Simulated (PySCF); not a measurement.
HS, SMILES [SH], multiplicity 2.

Coordinates come from a B3LYP-D3(BJ)/def2-TZVPD optimisation.

Two levels are set side by side: PBE/def2-TZVPD (PySCF) and B3LYP/def2-TZVPD (PySCF). Same geometry, gas phase. Differences are taken from unrounded values.

```csv
quantity,B3LYP
α-spin orbital gap (eV),7.36
β-spin orbital gap (eV),2.28
dipole moment (D),0.75
```

Task: What does PBE give, and how far is it from B3LYP? (An estimate is asked for; the answer gives what the named calculation found.)

Result: 
```json
[
 {"quantity": "α-spin orbital gap (eV)", "PBE": "5.83", "PBE minus B3LYP": "-1.53"},
 {"quantity": "β-spin orbital gap (eV)", "PBE": "0.42", "PBE minus B3LYP": "-1.86"},
 {"quantity": "dipole moment (D)", "PBE": "0.75", "PBE minus B3LYP": "0.00"}
]
```

Rough cost on one machine, each run with all the roots and properties that it gave: B3LYP against PBE about 2 times.
